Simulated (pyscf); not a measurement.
`[O]=[GaH]` + `[CH3][CH3]` → `[OH][GaH2]` + `[CH2]=[CH2]` (concerted two-bond exchange; singlet surface; C–H, C–H broken, H–O, Ga–H formed). Structures and frequencies: ωB97X-D3(BJ)/def2-SVP in PySCF. Energies in kJ/mol from the separated reactants.

```json
[
 {"level": "PBE/def2-TZVP", "barrier": "123.1", "reaction energy": "-8.1"},
 {"level": "r²SCAN/def2-TZVP", "barrier": "121.8", "reaction energy": "-25.8"},
 {"level": "B3LYP-D3(BJ)/def2-TZVP", "barrier": "[?]", "reaction energy": "-34.7"},
 {"level": "PBE0-D3(BJ)/def2-TZVP", "barrier": "128.9", "reaction energy": "-32.0"},
 {"level": "ωB97M-D3(BJ)/def2-TZVP", "barrier": "[?]", "reaction energy": "[?]"},
 {"level": "HF/def2-TZVP", "barrier": "221.3", "reaction energy": "-109.2"}
]
```

Task: What belongs in the gaps?

Result: 
- B3LYP-D3(BJ)/def2-TZVP, barrier: 141.9
- ωB97M-D3(BJ)/def2-TZVP, barrier: 157.2
- ωB97M-D3(BJ)/def2-TZVP, reaction energy: -46.4

The functionals in the table span 35.4 kJ/mol in this barrier, from r²SCAN to ωB97M-D3(BJ)/def2-TZVP. O=GaH lies 201.3 kJ/mol over its isomer HO–Ga [singlet] (electronic energy, ωB97M-D3(BJ)/def2-TZVP). This is the saddle that the search found; another between the same sides may lie lower. Elements up to Kr have no core potential and no relativistic terms here.
